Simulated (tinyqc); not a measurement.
Hueckel theory of the pi electrons, for the molecule [CH2]N=C (SMILES; centres numbered as the heavy atoms are written), step by step. Computed by tinyqc, a small Python program that keeps every step. Settings: charge = 0. Command: `OMP_NUM_THREADS=1 python tinyqc.py 27342 27343 out.jsonl` (the two numbers bound the seeds that draw the settings). One thread of a shared host (Intel(R) Xeon(R) Processor @ 2.60GHz), about 0.01 s of CPU time with the checks.

## The Hueckel matrix

Centres:
```
centre,"z_r, pi electrons of the neutral centre",h
1C,1,0.000000
2N,1,0.500000
3C,1,0.000000
```

Bonds:
```
i,j,k
1,2,1
2,3,1.000000
```

H_rr = alpha + h_r beta, H_rs = k_rs beta for bonded centres.

Hueckel matrix in units of beta (H = alpha + beta A), lower triangle:
```
,1C,2N,3C
1C,0.000000
2N,1.000000,0.500000
3C,0.000000,1.000000,0.000000
```

## Orbitals

pi electrons, sum of z_r less the charge = 3

Diagonalise; E = alpha + x beta with beta < 0, so the largest x are filled first; degenerate levels share their electrons. P = sum n_i c_ri c_si; each orbital has its largest coefficient positive (the first on a tie).

x values: 1.686141  0.000000  -1.186141

occupations: 2.000000  1.000000  0.000000

coefficients:
```
,MO1,MO2,MO3
1C,0.454401,0.707107,-0.541774
2N,0.766185,0.000000,0.642621
3C,0.454401,-0.707107,-0.541774
```

charge and bond-order matrix P, lower triangle:
```
,1C,2N,3C
1C,0.912961
2N,0.696311,1.174078
3C,-0.087039,0.696311,0.912961
```

## Energy, charges, bond orders

E = sum n x; q_r = z_r - P_rr; bond order p = P_rs; free valence = sqrt(3) - sum of p over the bonds of the atom.

pi energy = 3 alpha + this times beta = 3.372281

pi charges: 1C 0.087039, 2N -0.174078, 3C 0.087039

Bond orders and lengths from R = 1.517 - 0.180 p (angstrom, C-C alone):
```
bond,p,R
1-2,0.696311,-
2-3,0.696311,-
```

free valence of the carbons: 1C 1.035740, 3C 1.035740

gap between the highest filled and the next level = 1.186141 |beta|
